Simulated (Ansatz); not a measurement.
Relaxation of AlFH$_{2}$ (4 atoms, charge 0, multiplicity 1), to a largest force component of 0.03 eV/Å in at most 50 steps.

Computed with Ansatz, RKS PBE-D4/def2-TZVP.

```xyz
4
Properties=species:S:1:pos:R:3:forces:R:3
Al 0.274 0.000 0.060 0.59 0.00 0.59
F 0.727 0.000 1.667 -1.07 0.00 0.86
H 1.794 0.000 -0.232 0.47 0.00 -1.47
H -1.183 0.000 -0.564 0.01 0.00 0.01
```

Q: Where does it end, and by what steps?

A: The forces met the threshold. After 5 steps the energy has fallen by 0.544 eV; H3 moved furthest, 0.35 Å.

```
step  energy less start (eV)  largest force component (eV/Å)  accepted
   0                  0.0000                           1.468       yes
   1                 -0.4236                           0.724       yes
   2                 -0.5321                           0.633       yes
   3                 -0.5357                           0.688       yes
   4                 -0.5435                           0.045       yes
   5                 -0.5436                           0.001       yes
```

```xyz
4
Properties=species:S:1:pos:R:3
Al 0.402 0.000 0.173
F 0.444 0.000 1.841
H 1.798 0.000 -0.578
H -1.032 0.000 -0.505
```

Time of the run: 7.2 s on 1 thread of Arm Neoverse V1 (shared host), peak memory 0.11 GiB.
